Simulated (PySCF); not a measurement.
# ClF−: bond curves at several levels of theory

The task here is to estimate one member of a computed series from the others.

Computed with PySCF 2.14.0. Level: Cl def2-TZVPPD, F def2-TZVPPD, no relativity.

1 further run of the same task is left out (set aside as unsound or not needed).

Set-up of the first run:

A driver script around PySCF takes these settings:

```json
{
  "atoms": "Cl, F",
  "charge": "-1",
  "basis": "Cl def2-TZVPPD, F def2-TZVPPD",
  "Hamiltonian": "no relativity",
  "basis functions": "91",
  "electrons treated": "27",
  "masses in u": "34.9689, 18.9984",
  "levels": "PBE0, PBE, r²SCAN, B3LYP, PBEsol, r²SCAN0, M06, BLYP, ωB97X, HF, MP2, SCS-MP2, CCSD, CCSD(T)",
  "grid": "80 radial by 434 angular points",
  "occupations": "held fixed by the projection of orbital angular momentum",
  "dissociation limit": "Cl− + F, each in its ground configuration",
  "starting distance in angstrom": "1.685",
  "values of 2S to try": "1, 3"
}
```

The run is started by

```
$ OMP_NUM_THREADS=2 python dia.py task.json out
```

Steps of the session up to this table: Set-up; First curve: PBE0; PBE; r²SCAN (meta-GGA); B3LYP; PBEsol (GGA); r²SCAN0 (hybrid meta-GGA); M06 (hybrid meta-GGA); BLYP (GGA); ωB97X (range-separated hybrid); UHF (mean field); Adding correlation.

One of the session's tables, all rows but one given; the rest of the session is left out.

It belongs to the step «Constants by level of theory». 

```
      level  Re (Å)  ωe (cm⁻¹)  De (eV)  μ (D)
   UHF-CCSD   2.171        380     1.07    n/a
UHF-CCSD(T)   2.175        365     1.21    n/a
        PBE   2.290      263.6     2.05  -1.19
     PBEsol   2.231      293.4     2.20  -1.10
       BLYP   2.344      243.9     2.03  -1.32
     r²SCAN   2.266      283.9     1.72  -1.03
      B3LYP   2.272      286.3     1.66  -1.19
       PBE0   2.224        308     1.52  -1.03
    r²SCAN0   2.214        317     1.31  -0.91
        M06   2.269      284.8     1.51  -1.11
      ωB97X       ?          ?        ?      ?
```

**Question.** Estimate the row for ωB97X.

**Answer.** Re (Å): 2.206; ωe (cm⁻¹): 338; De (eV): 1.48; μ (D): -1.23. In the column «Re (Å)» it lies between UHF-CCSD(T) (2.175) and r²SCAN0 (2.214).

De is counted to Cl− + F in their ground configurations. No constants: UHF (no minimum is bracketed among the points kept).
